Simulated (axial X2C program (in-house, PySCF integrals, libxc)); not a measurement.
**Testing model relations on CH**

A bond curve at the CCSD(T) level, with spin–orbit coupling, was computed with an axial X2C code built on PySCF integrals (basis C dyall-v3z [7s6p2d1f], H dyall-v3z [6s2p1d] (cores contracted in-house)) for the state Ω = 1/2 (⟨Sz⟩ = -0.50, ⟨Lz⟩ = 1.00 at HF). Its fit gives Re = 1.1232 Å, ωe = 2841.7 cm⁻¹, ωexe = 63.9 cm⁻¹ and αe = 5.325e-01 cm⁻¹; the masses are 12.0000 and 1.0078 u. Two-component means X2C with spin–orbit coupling and atomic mean-field Coulomb and Gaunt terms.

Correlated methods: 5 electrons correlated (number of frozen shells: C 1 s; H none), 105 virtual spin orbitals or spinors in MP2, 65 natural virtuals in coupled cluster.

Question: Find the reduced mass, Be and the force constant.

Answer: From the CCSD(T) values: μ = 0.9297 u. Be = 16.8576/(μ Re²) = 14.37 cm⁻¹. k = 5.8918×10⁻⁷ μ ωe² = 4.42 mdyn/Å.

Question: Scale the constants to the deuteride (D 2.0141 u) within the Born–Oppenheimer picture.

Answer: ρ = √(μH/μD) = 0.7342; ωe = 2086.4, ωexe = 34.4, Be = 7.748 cm⁻¹; the zero-point energy falls by 370 cm⁻¹.

Question: A Morse curve ties αe to the other constants (Pekeris). How well does that hold?

Answer: αe(Morse) = 6Be²/ωe × (√(ωexe/Be) − 1) = 4.835e-01 cm⁻¹; the CCSD(T) curve gives 5.325e-01 cm⁻¹, a ratio of 0.91.

Question: Estimate De from a Morse curve and compare with the computed well depth of 3.552 eV to C + H.

Answer: De(Morse) = ωe²/(4ωexe) = 3.917 eV against 3.552 eV computed, a ratio of 1.10. For De the Morse form works well here.

Question: Where do the fundamental and the first overtone lie?

Answer: ν(1←0) = ωe − 2ωexe = 2713.9 cm⁻¹; ν(2←0) = 2ωe − 6ωexe = 5300.0 cm⁻¹.

Occupations by symmetry block were frozen at the best pattern of an incomplete PBE0 search. De is counted from the lowest determinant-based energies of the atoms at the same level, without counterpoise correction. CCSD and (T) use frozen natural virtuals with an MP2 correction for the truncation; (T) itself is uncorrected, so its De runs slightly low. The 2c atoms are single determinants rather than J levels; their spin–orbit lowering is only partly caught, and De is too large by that part. This holds for CCSD(T). Other states lie close and PBE0, whose exact exchange favours high spin, may order them wrongly; the determinant shown need not be the ground state. The nearest other 2c determinant of the search, Ω = 3/2, lies 0.00 eV up at the distance of the search.
